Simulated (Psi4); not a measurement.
# UCAM-B3LYP/def2-TZVPD (density fitting with def2-universal-jkfit, sweep point 3) run of PH2 (SMILES [PH2])

What is the vertical ionisation energy of PH2 at UCAM-B3LYP/def2-TZVPD (density fitting with def2-universal-jkfit, sweep point 3)? Input form: a Python script.

The calculation is run with Psi4 1.11.

2 further runs of the same task are left out: 2 set aside as unsound or not needed.

## Step 1: The molecule

PH2: 3 atoms, total charge 0, spin state doublet. As SMILES, `[PH2]`. The shape is that of a GFN2-xTB optimisation.

Bond lengths: P1–H2 1.392 Å, P1–H3 1.392 Å. Angles: H2–P1–H3 91.4°.

## Step 2: The energy at UCAM-B3LYP/def2-TZVPD (density fitting with def2-universal-jkfit, sweep point 3)

Contents of calc.py:

```python
import psi4

psi4.set_memory('1600 MB')
psi4.set_num_threads(1)
psi4.set_output_file('output.dat', False)

molecule = psi4.geometry("""
0 2
P      0.514470    -0.302750     0.252680
H      0.111510     1.027360     0.172420
H     -0.625980    -0.724620    -0.425100
symmetry c1
""")

psi4.set_options({
    'reference': 'uks',
    'puream': True,
    'scf_type': 'df',
    'dft_radial_points': 99,
    'dft_spherical_points': 590,
    'df_basis_scf': 'def2-universal-jkfit',
    'maxiter': 150,
})

e_tot = psi4.energy('cam-b3lyp/def2-TZVPD')
print('E =', round(e_tot, 9))
```

Started as:

```bash
python calc.py
```

output.dat:

```text
[...]
  Running in c1 symmetry.
[...]
  Nuclear repulsion =   11.669271134122123
[...]
  Multiplicity = 2
[...]
  Nalpha       = 9
  Nbeta        = 8
[...]
    Number of basis functions: 61
[...]
   @DF-UKS iter   1:  -342.49245655799706   -3.50394e-01   5.40236e-03 ADIIS/DIIS
[...]
   @DF-UKS iter   7:  -342.51978607782928   -5.68364e-08   5.68013e-07 DIIS
[...]
   @S^2 Observed:                7.556150012E-01
[...]
    Orbital Energies [Eh]
    ---------------------
    Alpha Occupied:
       1A    -77.141811     2A     -6.629722     3A     -4.796804
       4A     -4.789678     5A     -4.786438     6A     -0.722855
       7A     -0.456290     8A     -0.373030     9A     -0.310116
    Alpha Virtual:
      10A      0.036321    11A      0.062634    12A      0.113111
      13A      0.137790    14A      0.138488    15A      0.139258
      16A      0.142236    17A      0.162297    18A      0.225467
      19A      0.234358    20A      0.245729    21A      0.288362
      22A      0.298337    23A      0.301325    24A      0.372522
      25A      0.417006    26A      0.434222    27A      0.442013
[...]
  @DF-UKS Final Energy:  -342.51978607782928
   => Energetics <=
    Nuclear Repulsion Energy =             11.6692711341221234
    One-Electron Energy =                -496.1954988560831907
    Two-Electron Energy =                 160.1902439747521498
    DFT Exchange-Correlation Energy =     -18.1838023306203667
    Empirical Dispersion Energy =           0.0000000000000000
    VV10 Nonlocal Energy =                  0.0000000000000000
    Total Energy =                       -342.5197860778292807
[...]
 Multipole Moments:
 ------------------------------------------------------------------------------------
     Multipole            Electronic (a.u.)      Nuclear  (a.u.)        Total (a.u.)
 ------------------------------------------------------------------------------------
 L = 1.  Multiply by 2.5417464519 to convert [e a0] to [Debye]
 Dipole X            :          1.3490729           -1.5599025           -0.2108296
 Dipole Y            :         -0.7166145            0.8286003            0.1119858
 Dipole Z            :         -0.0000000            0.0000000           -0.0000000
 Magnitude           :                                                    0.2387257
[...]
```

Standard output:

```text
E = -342.519786078
```

Run time: 6.9 s. Hardware: 1 thread of Intel Xeon Platinum 8488C (Sapphire Rapids), shared host; peak memory 0.51 GiB.

## Step 3: The singlet cation, same level

Contents of run.py:

```python
import psi4

psi4.set_memory(1600000000)
psi4.set_num_threads(1)
psi4.core.set_output_file('output.dat', False)

mol = psi4.geometry("""
1 1
P      0.514470    -0.302750     0.252680
H      0.111510     1.027360     0.172420
H     -0.625980    -0.724620    -0.425100
symmetry c1
""")

psi4.set_options({
    'basis': 'def2-TZVPD',
    'puream': True,
    'scf_type': 'df',
    'dft_radial_points': 99,
    'dft_spherical_points': 590,
    'df_basis_scf': 'def2-universal-jkfit',
})

energy_value = psi4.energy('cam-b3lyp', molecule=mol)
print(f'total energy {energy_value:.8f} hartree = {energy_value * 27.211386:.5f} eV')
for k, v in sorted(psi4.core.scalar_variables().items()):
    print(f'{k:45s} {v:18.10f}')
```

Started as:

```bash
python run.py
```

output.dat:

```text
[...]
  Running in c1 symmetry.
[...]
  Nuclear repulsion =   11.669271134122123
[...]
  Multiplicity = 1
[...]
  Nalpha       = 8
  Nbeta        = 8
[...]
    Number of basis functions: 61
[...]
   @DF-RKS iter   1:  -342.14255335362174   -4.90688e-04   3.90262e-03 DIIS/ADIIS
[...]
   @DF-RKS iter   6:  -342.15468868134917   -1.05069e-07   5.44273e-07 DIIS
[...]
    Orbital Energies [Eh]
    ---------------------
    Doubly Occupied:
       1A    -77.525341     2A     -7.005433     3A     -5.175879
       4A     -5.162418     5A     -5.159016     6A     -1.029438
       7A     -0.759755     8A     -0.676488
[...]
  @DF-RKS Final Energy:  -342.15468868134917
   => Energetics <=
    Nuclear Repulsion Energy =             11.6692711341221234
    One-Electron Energy =                -490.2064321965318641
    Two-Electron Energy =                 154.3918348165604471
    DFT Exchange-Correlation Energy =     -18.0093624354998205
    Empirical Dispersion Energy =           0.0000000000000000
    VV10 Nonlocal Energy =                  0.0000000000000000
    Total Energy =                       -342.1546886813491142
[...]
 Multipole Moments:
 ------------------------------------------------------------------------------------
     Multipole            Electronic (a.u.)      Nuclear  (a.u.)        Total (a.u.)
 ------------------------------------------------------------------------------------
 L = 1.  Multiply by 2.5417464519 to convert [e a0] to [Debye]
 Dipole X            :          1.1765242           -1.5599025           -0.3833783
 Dipole Y            :         -0.6249558            0.8286003            0.2036445
 Dipole Z            :         -0.0000000            0.0000000           -0.0000000
 Magnitude           :                                                    0.4341083
[...]
```

Standard output:

```text
total energy -342.15468868 hartree = -9310.50331 eV
CURRENT ENERGY                                   -342.1546886813
CURRENT REFERENCE ENERGY                         -342.1546886813
DD SOLVATION ENERGY                                 0.0000000000
DFT FUNCTIONAL TOTAL ENERGY                      -342.1546886813
DFT TOTAL ENERGY                                 -342.1546886813
DFT VV10 ENERGY                                     0.0000000000
DFT XC ENERGY                                     -18.0093624355
GRID ELECTRONS ALPHA                                8.0000000418
GRID ELECTRONS BETA                                 8.0000000418
GRID ELECTRONS TOTAL                               16.0000000836
NUCLEAR REPULSION ENERGY                           11.6692711341
ONE-ELECTRON ENERGY                              -490.2064321965
PCM POLARIZATION ENERGY                             0.0000000000
PE ENERGY                                           0.0000000000
SCF ITERATION ENERGY                             -342.1546886813
SCF ITERATIONS                                      6.0000000000
SCF TOTAL ENERGY                                 -342.1546886813
TWO-ELECTRON ENERGY                               154.3918348166
XC GRID RADIAL POINTS                              99.0000000000
XC GRID SPHERICAL POINTS                          590.0000000000
XC GRID TOTAL POINTS                           169729.0000000000
```

Wall time 5.1 s (1 thread of Intel Xeon Platinum 8488C (Sapphire Rapids), shared host); peak memory 0.51 GiB.

## Step 4: Outcome

At UCAM-B3LYP/def2-TZVPD (density fitting with def2-universal-jkfit, sweep point 3):

| quantity | value |
| --- | --- |
| doublet PH2: total energy | -342.51979 Eh |
| doublet PH2: dipole moment | 0.61 D |
| doublet PH2: HOMO energy (highest over α and β) | -8.44 eV |
| doublet PH2: LUMO energy (lowest over α and β) | -2.06 eV |
| doublet PH2: ⟨S²⟩ | 0.756 |
| singlet cation: total energy | -342.15469 Eh |
| singlet cation: HOMO energy | -18.41 eV |
| singlet cation: LUMO energy | -11.41 eV |
| singlet cation: HOMO–LUMO gap | 7.00 eV |
| vertical ionisation energy (to the singlet cation) | 9.935 eV |

What this shows: The vertical ionisation energy comes to 9.93 eV (959 kJ/mol). Only the singlet of the ionised species was computed; a triplet could lie lower.
